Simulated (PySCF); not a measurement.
# C3H8N2: excited states, first hyperpolarisability

Aim: compute the excited states, first hyperpolarisability of C3H8N2 (`CC(C)=NN`).

Programs: PySCF 2.14.0, with routines of our own; each step states its level. All values are computed. Atoms count from 0.

### Step 1. The system as given

13 atoms, charge 0, multiplicity 1; geometry from: GFN2-xTB.

### Step 2. Geometry optimisation at PBE0-D3(BJ)/def2-SVP

Job settings and geometry (Å):

```
{"job": {"xc": "PBE0", "basis": "def2-SVP", "d3": "d3bj", "grid": 1, "kind": "geom"}, "charge": 0, "multiplicity": 1}
C     -0.997840     1.433093    -0.253485
C     -0.080624     0.262739    -0.091312
C     -0.698396    -1.040934     0.352563
N      1.148630     0.447090    -0.340935
N      2.052278    -0.566944    -0.308809
H     -1.766688     1.206508    -0.991571
H     -1.493392     1.657978     0.690553
H     -0.433354     2.301210    -0.579035
H     -1.752420    -0.906478     0.575536
H     -0.597193    -1.792604    -0.431119
H     -0.199404    -1.420582     1.247244
H      1.830659    -1.374845     0.268602
H      2.983354    -0.205744    -0.155960
```

On the command line:

```
$ OMP_NUM_THREADS=1 python excited_run.py task.json out
```

One launch serves the whole session: the jobs run in the order shown.

The program printed:

```text
step   0  E = -228.17046131  max force = 0.020998
step   1  E = -228.17235793  max force = 0.003661
step   2  E = -228.17243748  max force = 0.002921
step   3  E = -228.17246569  max force = 0.000780
step   4  E = -228.17246461  max force = 0.001296
step   5  E = -228.17247661  max force = 0.000310
optimisation converged
```

Wall time 17 s (1 thread of Arm Neoverse V1, shared host); peak memory 0.48 GiB.

Step by step:

```csv
step,energy from step 0 (eV),largest force component (eV/Å)
0,0.0000,1.0798
1,-0.0516,0.1883
2,-0.0538,0.1502
3,-0.0545,0.0401
4,-0.0545,0.0666
5,-0.0548,0.0159
```

Close pairs (by a distance rule), those that changed most:

```csv
bond,before (Å),after (Å),change (Å)
C0–H5,1.090,1.104,+0.014
C0–H6,1.090,1.104,+0.014
C2–H9,1.091,1.104,+0.014
C2–H10,1.093,1.106,+0.013
C1–N3,1.268,1.281,+0.013
C0–H7,1.085,1.098,+0.012
C2–H8,1.086,1.098,+0.012
C1–C2,1.509,1.503,-0.006
```

The end geometry stands in the next job.

| at the end point | value |
| --- | --- |
| point group (found at 0.08 Å tolerance) | C1 |
| rotational constants (GHz, main isotopes) | 8.501, 4.099, 2.873 |
| dipole moment (D) | 2.00 |

### Step 3. Excited states: TDA LC-wPBE/def2-SVP

Job settings and geometry (Å):

```
{"job": {"kind": "states", "xc": "LC-wPBE", "basis": "def2-SVP", "tda": true, "soc": true, "nstates": 6, "ntriplets": 4, "nquad": 4}, "charge": 0, "multiplicity": 1}
C     -0.899154     1.410272    -0.422153
C     -0.016810     0.212395    -0.263967
C     -0.629341    -1.089675     0.170171
N      1.229301     0.341364    -0.530885
N      2.031563    -0.745341    -0.456139
H     -1.692996     1.225675    -1.166540
H     -1.404586     1.665531     0.525080
H     -0.300503     2.270308    -0.749069
H     -1.703217    -0.986505     0.373087
H     -0.494916    -1.863071    -0.606403
H     -0.155580    -1.477201     1.091272
H      1.773825    -1.461378     0.225025
H      3.002388    -0.471219    -0.362351
```

Level: TDA LC-wPBE/def2-SVP excited states, vertical, gas phase, spin-orbit mean-field couplings.

The program printed:

```text
coarse grid: 10344 points
cycle   1  E = -228.2290737867  dE =  6.555e-01  |g| = 3.342e-01  |ddm| = 3.566e+00
cycle   2  E = -228.2495758453  dE = -2.050e-02  |g| = 2.507e-01  |ddm| = 6.201e-01
cycle   3  E = -228.2612942208  dE = -1.172e-02  |g| = 7.310e-02  |ddm| = 2.933e-01
cycle   4  E = -228.2625952081  dE = -1.301e-03  |g| = 1.682e-02  |ddm| = 7.712e-02
cycle   5  E = -228.2626790759  dE = -8.387e-05  |g| = 4.220e-03  |ddm| = 3.498e-02
cycle   6  E = -228.2626853434  dE = -6.267e-06  |g| = 1.358e-03  |ddm| = 9.807e-03
final grid: 98584 points
cycle   7  E = -228.2941005353  dE = -2.185e-05  |g| = 4.567e-03  |ddm| = 1.528e-02
cycle   8  E = -228.2941034203  dE = -2.885e-06  |g| = 3.489e-03  |ddm| = 7.099e-03
cycle   9  E = -228.2941054588  dE = -2.039e-06  |g| = 4.896e-04  |ddm| = 2.892e-03
cycle  10  E = -228.2941055220  dE = -6.321e-08  |g| = 1.873e-04  |ddm| = 5.853e-04
cycle  11  E = -228.2941055322  dE = -1.022e-08  |g| = 5.264e-05  |ddm| = 2.795e-04
cycle  12  E = -228.2941055331  dE = -8.330e-10  |g| = 1.777e-05  |ddm| = 8.156e-05
converged SCF energy = -228.2941055331

Singlet excitations
state   eV       nm        f     d(h-e)  d(exc)  Lambda  PR(NTO)  |dmu|/D   mu/D   main configurations
  1   6.3374   195.6   0.01635   0.617   2.111   0.591   1.008    1.403    1.823   H-1->L 0.90
  2   7.1240   174.0   0.24752   0.525   2.604   0.617   1.094    2.135    1.070   H->L 0.53, H->L+1 0.29
  3   7.3590   168.5   0.20924   0.610   2.660   0.534   1.116    2.174    0.546   H->L+1 0.49, H->L 0.33
  4   8.5056   145.8   0.00857   0.854   3.009   0.385   1.051    4.184    4.237   H->L+3 0.60, H->L+2 0.22
  5   8.9597   138.4   0.02022   1.306   3.404   0.380   1.256                     H->L+2 0.47, H->L+3 0.19, H->L+1 0.09
  6   8.9997   137.8   0.00919   1.427   3.102   0.347   1.242                     H-1->L+1 0.72, H-1->L+2 0.12

Triplet excitations (Tamm-Dancoff)
state   eV     d(h-e)  d(exc)  Lambda  PR(NTO)   main configurations
  1   3.9259   0.370   2.123   0.778   1.007   H->L 0.91
  2   5.2224   0.659   2.045   0.575   1.003   H-1->L 0.95
  3   6.8032   1.210   2.728   0.394   1.024   H->L+1 0.70, H->L+2 0.19
  4   8.1138   0.931   2.861   0.387   1.100   H->L+3 0.60, H->L+2 0.13, H->L+1 0.09
S1 - T1 = 2.4115 eV

Spin-orbit couplings |<S|Hso|T>| (cm-1)
             T1       T2       T3       T4
S0        1.588   33.379   10.883   16.525
S1       14.675    2.836    1.743    1.204
S2        1.770    8.968    4.211    2.369
S3        4.905    8.918    4.294    6.932
S4        3.715    0.501    3.695    1.102
S5        2.383    1.666    3.901    1.954
S6        0.762    4.623   11.433    0.664
T1 sublevels (cm-1): 0.000 0.000 0.011   radiative rates (1/s): 0.0131 0.214 1.09
```

Run time: 13 s. Hardware: 1 thread of Arm Neoverse V1, shared host; peak memory 0.51 GiB.

In short:

```
  quantity    value
S1 less T1  2.41 eV
```

### Step 4. First hyperpolarisability: quadratic response PBE0/def2-SVPD

The job, as its differences from that of step 3:

```diff
@@ -1,2 +1,2 @@
-{"job": {"kind": "states", "xc": "LC-wPBE", "basis": "def2-SVP", "tda": true, "soc": true, "nstates": 6, "ntriplets": 4, "nquad": 4}, "charge": 0, "multiplicity": 1}
+{"job": {"kind": "beta", "xc": "PBE0", "basis": "def2-SVPD", "wavelengths": [1064, 800]}, "charge": 0, "multiplicity": 1}
 C     -0.899154     1.410272    -0.422153
```

Level: quadratic response PBE0/def2-SVPD first hyperpolarisability, Taylor convention, gas phase.

The program printed:

```text
coarse grid: 10344 points
cycle   1  E = -228.1232037863  dE =  4.375e-01  |g| = 3.478e-01  |ddm| = 4.991e+00
cycle   2  E = -228.1248509621  dE = -1.647e-03  |g| = 3.545e-01  |ddm| = 1.553e+00
cycle   3  E = -228.1556750949  dE = -3.082e-02  |g| = 7.087e-02  |ddm| = 8.270e-01
cycle   4  E = -228.1563499794  dE = -6.749e-04  |g| = 4.321e-02  |ddm| = 1.636e-01
cycle   5  E = -228.1567869849  dE = -4.370e-04  |g| = 5.198e-03  |ddm| = 6.805e-02
cycle   6  E = -228.1567931562  dE = -6.171e-06  |g| = 1.811e-03  |ddm| = 1.234e-02
final grid: 98584 points
cycle   7  E = -228.1821362048  dE = -2.439e-05  |g| = 7.758e-03  |ddm| = 8.472e-02
cycle   8  E = -228.1821314383  dE =  4.767e-06  |g| = 8.971e-03  |ddm| = 3.680e-02
cycle   9  E = -228.1821519004  dE = -2.046e-05  |g| = 1.115e-03  |ddm| = 2.003e-02
cycle  10  E = -228.1821521731  dE = -2.726e-07  |g| = 2.979e-04  |ddm| = 1.980e-03
cycle  11  E = -228.1821521919  dE = -1.885e-08  |g| = 7.473e-05  |ddm| = 5.062e-04
cycle  12  E = -228.1821521931  dE = -1.169e-09  |g| = 3.129e-05  |ddm| = 1.703e-04
cycle  13  E = -228.1821521933  dE = -2.018e-10  |g| = 7.152e-06  |ddm| = 4.806e-05
converged SCF energy = -228.1821521933

Lowest singlets (eV, f): 5.7325 0.0221  6.0644 0.0528  6.4279 0.1858

First hyperpolarisability (au)
process     nm      |vector|   parallel      HRS      DR
static         -      160.78     -43.19      65.03   5.431
shg       1064.0      190.02     -50.67      77.38   5.262
eope      1064.0      169.63     -45.44          -       -
shg        800.0      219.34     -58.32      89.86   5.114
eope       800.0      177.01     -47.32          -       -
```

Wall time 14 s (1 thread of Arm Neoverse V1, shared host); peak memory 0.6 GiB.

### Step 5. Outcome

| quantity | value |
| --- | --- |
| point group | C1 |
| rotational constants (main isotopes) | 8.50, 4.10, 2.87 GHz |
| S1 less T1 (step 3, TDA LC-wPBE/def2-SVP) | 2.41 eV |
| β vector (step 4, quadratic response PBE0/def2-SVPD) | static 161, SHG 1064.0 nm 190, SHG 800.0 nm 219 au |

In words: The optimisation took 5 steps and gained 0.055 eV; among the close pairs (by a distance rule), C0–H5 changed most, from 1.090 to 1.104 Å. No frequency check was run at this level, so the end point may be a saddle. In step 3, the number of triplets below S1 is 2, and the largest singlet-triplet spin-orbit coupling is S0–T2, 33.38 cm⁻¹. β grows from 161 au (static) to 219 au for doubling at 800.0 nm: normal dispersion, which grows as twice the photon energy moves toward the bright states.
